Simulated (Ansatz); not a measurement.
# HAlC, triplet in 6-31G: errors against full CI

Geometry: a point of a stretch scan, not a stationary point.

| atom | x (Å) | y (Å) | z (Å) |
| --- | --- | --- | --- |
| Al | 0.0000 | 0.0000 | 0.2067 |
| C | 0.0000 | 0.0000 | -1.7095 |
| H | 0.0000 | 0.0000 | 1.5027 |

Basis 6-31G; Ansatz 0.2.0. Correlated methods freeze the noble-gas cores, which leaves 8 electrons in 18 orbitals. R marks a restricted (for open shells ROHF) determinant, U an unrestricted one. Active spaces: valence = (8e, 9o) chosen from the atoms' valence shells.

Full CI is exact within this basis and frozen core; it isn't the basis-set limit. The frozen core follows each run's orbitals, which can shift R against U totals by a few meV.

Coupled cluster chose its determinant by trial CCSD, here up to 0.45 eV above the lowest Hartree–Fock solution of its kind, and MP2 stands on that determinant too. For open shells CISD is restricted-active-space CI with the open shells as a complete middle space.

- UHF ⟨S²⟩: 2.723
- ⟨S²⟩ of the determinant under UCCSD: 2.005
- T1 diagnostic (RCCSD): 0.0410
- largest doubles amplitude (RCCSD): 0.088
- T1 diagnostic (UCCSD): 0.0417

Q: From what is known of these methods and the diagnostics, rank them by the size of their error in total energy against full CI in 6-31G, smallest first (an estimate: the text doesn't fix the numbers).
A. UCCSDT(Q)
B. CISD
C. RCCSD(T)
D. UMP2
E. MRCISD (valence space)

A: A (0.2 kJ/mol), E (3.3 kJ/mol), C (5.5 kJ/mol), B (32.1 kJ/mol), D (77.2 kJ/mol).

All errors are against full CI in 6-31G. Below it: UCCSDT(Q). Within each family the higher level lies nearer, as is usual though not guaranteed.

The full-CI state has the irrep A2 of C2v, in the program's axes (one component, if the state is degenerate).

Natural occupations of full CI about the gap: 1.968 1.960 1.904 0.969 0.969 0.081 0.051 0.051 0.015 0.010; effectively unpaired electrons, Σ n²(2−n)², 2.08.
